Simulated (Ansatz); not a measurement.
**O2 (oxygen): a two-point extrapolation**

O2 has 2 atoms, charge 0, and is taken as a triplet. As SMILES, `O=O`. The shape is that of a PBE0-D4/def2-TZVP optimisation.

```xyz
2

O     0.5095   -0.1648    0.2625
O    -0.5095    0.1648   -0.2625
```

CCSD(T) energies, 2 core orbitals frozen (Ansatz 0.2.0):

```
  basis  X  functions  Hartree–Fock (Eh)  correlation (Eh)
cc-pVDZ  2         28        -149.630005         -0.355047
cc-pVTZ  3         60        -149.677389         -0.451112
cc-pVQZ  4        110        -149.689661         -0.483901
```

The correlation energy converges as X⁻³, the Hartree–Fock energy about exponentially.

Problem. Extrapolate to the complete basis.

Solution. 
1. Correlation: E(∞) = (4³ E(4) − 3³ E(3))/(4³ − 3³) = (64 × (-0.483901) − 27 × (-0.451112))/37 = -0.507828 Eh.
2. Hartree–Fock: successive steps shrink by 0.259; summing the geometric tail gives -149.689661 + (-0.012272) × 0.259/(1 − 0.259) = -149.693950 Eh.
3. Total: -149.693950 + (-0.507828) = -150.201778 Eh.
4. cc-pVQZ holds 95.3 % of the extrapolated correlation energy, cc-pVTZ 88.8 %.

This is an estimate of the method's limit, not an exact energy.
